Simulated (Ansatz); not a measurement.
Input for Ansatz (development build ahead of 0.2.0):

```yaml
crystal:
  periodic: [false, false, false]
  atoms:
    - { symbol: "N", position_ang: [-0.0044, 0.00024, -0.32377] }
    - { symbol: O, position_ang: [-0.0062, 1.08744, 0.14334] }
    - { symbol: O, position_ang: [0.00358, -1.09744, 0.1459] }
basis:
  gaussian: { orbitals: STO-3G }
magnetization:
  spin_polarized: true
  initial_magnetization: 1
hamiltonian:
  xc: hf
correlation:
  method: mp2
  frozen_orbitals: { "N": 1, O: 1 }
```

The input is written out in the form of the current development build from the run's settings.

The run gave:

| Item | Value |
| --- | --- |
| Converged | yes |
| Reference energy | -201.28301 hartree |
| Correlation energy | -0.13437 hartree |
| Total energy | -201.41738 hartree |
| Spin squared of the determinant | 1.170 |

Caution: the unrestricted determinant is spin contaminated.
